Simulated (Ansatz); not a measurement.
Input file:

```yaml
crystal:
  periodic: [false, false, false]
  atoms:
    - {symbol: Sn, position_ang: [0.000000, 0.000000, 0.000000]}
    - {symbol: H, position_ang: [0.000000, 0.000000, -1.834183]}
    - {symbol: H, position_ang: [0.000000, 0.000000, 1.834183]}
basis:
  gaussian: {orbitals: def2-TZVP}
total_charge: 1
magnetization: {spin_polarized: false, initial_magnetization: 1}
hamiltonian: {xc: {name: r2SCAN}}
correlation: {method: ccsd, electrons: outside_noble_gas}
output: {forces: true}
```

```sh
$ ansatz run in.yaml --threads 1 --pin off --events-out ev --progress --plain --max-ram 2393MiB
```

Log:

```
582 factors; integrals over basis functions are off by at most 8.6e-4 eV
mean field evaluation 1: about -5853.8371 eV, gradient 1.3e1 eV
mean field evaluation 2: about -5853.8364 eV, gradient 1.3e1 eV
mean field evaluation 4: about -5854.9002 eV, gradient 6.4e0 eV
mean field evaluation 8: about -5854.3765 eV, gradient 6.4e0 eV
mean field evaluation 16: about -5855.0628 eV, gradient 2.9e-6 eV
mean field evaluation 32: about -5854.6364 eV, gradient 9.1e-7 eV
mean field evaluation 64: about -5854.6902 eV, gradient 1.2e0 eV
mean field evaluation 96: about -5855.0586 eV, gradient 1.0e-1 eV
mean field -5855.06277290 eV, -215.1695882001 hartree, gradient 3.5e-6 eV, S^2 0.750000; 10 other end points of the search recorded, 0 dependent functions left out
mean field evaluation 128: about -5826.8025 eV, gradient 5.3e-1 eV
mean field evaluation 160: about -5827.0352 eV, gradient 6.6e-1 eV
9 core orbitals not correlated: weight in the atoms' cores, before any rotation towards them, 0.998 or more for the frozen orbitals, at most 0.001 for the correlated occupied ones
reference -5826.54420305 eV, -214.1215500887 hartree; 3, 2 occupied and 50, 51 virtual orbitals, 582 factors
second order -2.08685585 eV of doubles, -0.28125954 eV of singles
cycle   1  -2.69666316 eV  change   -3.3e-1 eV  update   5.9e-2
cycle   2  -2.87220885 eV  change   -1.8e-1 eV  update   2.5e-2
cycle   3  -2.89393907 eV  change   -2.2e-2 eV  update   8.9e-3
cycle   4  -2.89742493 eV  change   -3.5e-3 eV  update   3.3e-3
cycle   5  -2.89755434 eV  change   -1.3e-4 eV  update   9.7e-4
cycle   6  -2.89729631 eV  change    2.6e-4 eV  update   3.0e-4
cycle   7  -2.89737290 eV  change   -7.7e-5 eV  update   9.9e-5
cycle   8  -2.89739056 eV  change   -1.8e-5 eV  update   2.9e-5
cycle   9  -2.89738123 eV  change    9.3e-6 eV  update   6.9e-6
cycle  10  -2.89738390 eV  change   -2.7e-6 eV  update   2.3e-6
cycle  11  -2.89738394 eV  change   -3.9e-8 eV  update   9.4e-7
cycle  12  -2.89738436 eV  change   -4.2e-7 eV  update   3.5e-7
cycle  13  -2.89738408 eV  change    2.8e-7 eV  update   1.1e-7
the calculation of the forces begins
Total energy: -5829.44158713 eV, -214.2280269898 hartree
Atom 0 at     0.000000     0.000000     0.000000 Å, force    -0.000000    -0.000000     0.000000 eV/Å
Atom 1 at     0.000000     0.000000    -1.834183 Å, force    -0.000000     0.000000     1.597989 eV/Å
Atom 2 at     0.000000     0.000000     1.834183 Å, force     0.000000    -0.000000    -1.597989 eV/Å
Dipole moment:     0.000000    -0.000000    -0.000000 e Å
```

Forces (eV/Å):
```
Sn   0.000  0.000  0.000
H    0.000  0.000  1.598
H    0.000  0.000 -1.598
```

Ran on 1 thread of Arm Neoverse V1, shared host: 23 s wall, 0.21 GiB peak host memory.
